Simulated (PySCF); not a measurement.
Structure with atom numbers: `[CH3:1][CH2:2][CH2:3][C:4](=[O:5])[OH:6]` (H(Xn): hydrogen on atom n).

All values are calculated (PySCF 2.14.0 with density-fitted response routines): shielding tensors at PBE0/pcSseg-1 (GIAO), PBE0-D3(BJ)/def2-SVP structure. Non-relativistic Hamiltonian, one computed conformer, isolated molecule, one averaged value for each set of equivalent atoms.

Scale: ¹³C (σref 184.41), ¹H (σref 31.27) vs TMS; ¹⁷O (σref 334.56) against H2O (reference shieldings calculated alike).

| atoms | nucleus | count | Hirshfeld charge | δ (ppm) |
| --- | --- | --- | --- | --- |
| H(C3) | ¹H | 2 | 0.05 | ? |
| H(O6) | ¹H | 1 | 0.18 | 5.64 |
| C4 | ¹³C | 1 | 0.22 | 177.0 |
| O5 | ¹⁷O | 1 | -0.27 | 436.7 |
| H(C2) | ¹H | 2 | 0.04 | ? |
| O6 | ¹⁷O | 1 | -0.18 | 211.5 |
| C1 | ¹³C | 1 | -0.11 | 15.1 |
| C2 | ¹³C | 1 | -0.07 | 19.8 |
| H(C1) | ¹H | 3 | 0.04 | 0.97 |
| C3 | ¹³C | 1 | -0.07 | ? |

Q: Estimate the values marked ?.

A: 
- C3: 35.4 ppm, sp3 CH2 α to a carbonyl; the adjacent C=O deshields it moderately
- H(C3): 2.10 ppm, hydrogen on an sp3 CH2 α to a carbonyl; α to C=O
- H(C2): 1.48 ppm, hydrogen on an sp3 CH2

Exchangeable OH/NH protons stand at their gas-phase positions; hydrogen bonding in a real sample shifts them, mostly to higher δ. Shifts are as computed. Against solution values, carbons near 30 ppm lie about +2 ppm off and those near 130 ppm about +5 ppm. Of 1211 compounds with measured shifts, 218 miss one by over three times the rms of a fit or turn the order of signals round; such compounds aren't used in these exercises. In solution the two oxygens of a carboxylic acid exchange roles by proton transfer and give one 17O line. Hydrogen bonding in solution shields acid and N–H amide carbonyl oxygens by tens of ppm. The C=O carbon of an acid or of an amide with N–H lies up to 10 ppm further downfield in solution, through hydrogen bonding that the calculation lacks. Unscaled 17O shifts of doubly bonded oxygen tend to come out too high, by tens of ppm or more. Experimental scales use liquid or dissolved standards, which lie at an offset from isolated H2O (liquid H2O: subtract about 36 ppm).
